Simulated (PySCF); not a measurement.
**H5SO+, a complex of two parts: interaction energy**

An exercise on one series of results from a longer session: the logs are not shown, and one member is left open.

Programs: PySCF 2.14.0. All values are calculated, for the isolated system unless a continuum is named. Atoms count from 0, parts from 1.

## The system as given

7 atoms, charge 1, multiplicity 1; geometry: GFN2-xTB. Parts: 1 = atoms 0–3, `[OH3+]`, charge 1; 2 = atoms 4–6, `S`, charge 0. In the given geometry H2 has moved to S4 of another part (1.48 Å), so values for the parts refer to these atom groups.

Set-up of the first run:

Job settings and geometry (Å):

```
{"job": {"xc": "PBE0", "basis": "def2-TZVPD", "d3": "d3bj", "grid": 3, "kind": "geom", "shake": 0.01}, "charge": 1, "multiplicity": 1, "parts": [{"atoms": "0-3", "charge": 1, "multiplicity": 1}, {"atoms": "4-6", "charge": 0, "multiplicity": 1}]}
O     -0.008031    -0.255785    -0.133723
H     -0.218572     0.713789    -0.162660
H     -1.139868    -1.077092     0.224926
H      0.830374    -0.360109     0.344022
S     -2.257014    -2.003208     0.515572
H     -2.894923    -1.720168    -0.627783
H     -1.621269    -3.074510     0.017600
```

Launch:

```sh
$ OMP_NUM_THREADS=1 python cluster_run.py task.json out
```

This one command runs all jobs of the session in turn.

Among the steps run: Optimising the geometry at PBE0-D3(BJ)/def2-TZVPD; Coupled-cluster interaction energy: CCSD(T) and MP2, 1.71 Å; Coupled-cluster interaction energy: CCSD(T) and MP2, 1.80 Å; Coupled-cluster interaction energy: CCSD(T) and MP2, 1.88 Å; Coupled-cluster interaction energy: CCSD(T) and MP2, 1.62 Å; Coupled-cluster interaction energy: CCSD(T) and MP2, 2.14 Å; Coupled-cluster interaction energy: CCSD(T) and MP2, 1.54 Å; Coupled-cluster interaction energy: CCSD(T) and MP2, 2.57 Å; Coupled-cluster interaction energy: CCSD(T) and MP2, 3.42 Å.

One of the session's tables, all rows but one given; the rest of the session is left out.

It belongs to the step «Coupled-cluster interaction energy: CCSD(T) and MP2, 3.42 Å». 

```
                 method  interaction energy (kcal/mol)
         HF/aug-cc-pVDZ                          -7.99
        MP2/aug-cc-pVDZ                          -8.42
       CCSD/aug-cc-pVDZ                              ?
    CCSD(T)/aug-cc-pVDZ                          -8.32
         HF/aug-cc-pVQZ                          -7.82
        MP2/aug-cc-pVQZ                          -8.24
    SCS-MP2/aug-cc-pVQZ                          -8.08
      MP2, extrapolated                          -8.25
CCSD(T), limit estimate                          -8.15
```

Estimate the missing values for CCSD/aug-cc-pVDZ.

The run gave: interaction energy (kcal/mol): -8.19. In the column «interaction energy (kcal/mol)» it lies between MP2/aug-cc-pVQZ (-8.24) and CCSD(T), limit estimate (-8.15).
